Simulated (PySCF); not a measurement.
Simulated outer-valence photoelectron spectrum of `Cl[Si]Cl` [singlet]. Theory: EOM-IP-CCSD/aug-cc-pVDZ in PySCF, restricted Hartree–Fock reference, 15 core orbitals frozen, non-relativistic, gas phase, PBE0-D3(BJ)/def2-SVP geometry.

Each root has a Gaussian of 0.6 eV full width with its one-hole share as area; cross sections and vibrations are left out, and the highest printed point is 100.

ionisation energy (eV), intensity and a bar:
```
      9.2          0 
      9.4          2 #
      9.6         10 ###
      9.8         32 ##########
     10.0         53 ################
     10.2         47 ##############
     10.4         23 #######
     10.6          6 ##
     10.8          2 
     11.0          5 ##
     11.2         21 ######
     11.4         48 ##############
     11.6         67 ####################
     11.8         71 #####################
     12.0         65 ####################
     12.2         45 #############
     12.4         26 ########
     12.6         38 ###########
     12.8         77 #######################
     13.0        100 ##############################
     13.2         77 #######################
     13.4         36 ###########
     13.6         22 ######
     13.8         37 ###########
     14.0         53 ################
     14.2         42 #############
     14.4         18 #####
     14.6          4 #
     14.8          1 
     15.0          0 
     15.2          0 
     15.4          0 
     15.6          0 
     15.8          0 
     16.0          0 
     16.2          2 #
     16.4         12 ###
     16.6         32 #########
     16.8         47 ##############
     17.0         37 ###########
     17.2         16 #####
     17.4          4 #
     17.6          0
```

**Question.** Where are the maxima, and how many lines lie under the curve?

**Answer.** 5 maxima, at 10.1, 11.8, 13.0, 14.0 and 16.8 eV, from 7 lines. At this width some lines have no maximum of their own.

**Question.** List the lines with their holes.

**Answer.** 
```
E (eV)  leading hole (HF orbital)  area  Koopmans (eV)
 10.06                       HOMO  0.96          10.32
 11.55                     HOMO-1  0.95          12.49
 12.02                     HOMO-2  0.95          12.90
 12.91                     HOMO-3  0.94          13.78
 13.09                     HOMO-4  0.94          14.13
 14.03                     HOMO-5  0.93          15.02
 16.83                     HOMO-6  0.82          18.44
```

The widest gap, 2.80 eV, lies between 14.03 and 16.83 eV. Only orbitals with −ε under 21 eV, eight at most, were ionised, so the high end of the curve may lack lines.
